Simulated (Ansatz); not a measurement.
Input file:

```yaml
crystal:
  periodic: [false, false, false]
  atoms:
    - {symbol: Al, position_ang: [0.000000, 0.000000, 1.508647]}
    - {symbol: O, position_ang: [0.000000, 0.000000, -0.165823]}
    - {symbol: H, position_ang: [0.000000, 0.000000, -1.342823]}
basis:
  gaussian: {orbitals: 6-31G}
correlation: {method: sc_nevpt2, electrons: outside_noble_gas, active_space: {window: {electrons: 2, orbitals: 2}}}
```

```sh
$ ansatz run in.yaml --threads 1 --pin off --events-out ev --progress --plain --max-ram 2393MiB
```

Output:

```
246 factors; integrals over basis functions are off by at most 1.9e-4 eV
mean field evaluation 1: about -8631.6801 eV, gradient 3.8e1 eV
mean field evaluation 2: about -8631.6849 eV, gradient 3.8e1 eV
mean field evaluation 4: about -8634.6984 eV, gradient 1.5e0 eV
mean field evaluation 8: about -8634.7150 eV, gradient 7.1e-5 eV
mean field -8634.71498233 eV, -317.3199227805 hartree, gradient 1.8e-6 eV, S^2 0.000000; 0 other end points of the search recorded, 0 dependent functions left out
reference -8634.71498233 eV, -317.3199227805 hartree; 11, 11 occupied and 13, 13 virtual orbitals, 246 factors
state -8635.47920977 eV, -317.3480076209 hartree
state -8635.47920977 eV, -317.3480076209 hartree; corrected -8639.26463758 eV, -317.4871195273 hartree
state -8635.01212424 eV, -317.3308425444 hartree
state -8635.01212424 eV, -317.3308425444 hartree; corrected -8639.16120434 eV, -317.4833184257 hartree
state -8635.47920977 eV, -317.3480076209 hartree; corrected -8639.26463758 eV, -317.4871195273 hartree
Total energy: -8639.26463758 eV, -317.4871195273 hartree
```

Natural occupations: 1.9610 0.0390.

For the same geometry and basis full CI lies 344.5 meV lower.

Ran on 1 thread of Arm Neoverse V2, shared host: 0.21 s wall, 0.14 GiB peak host memory.
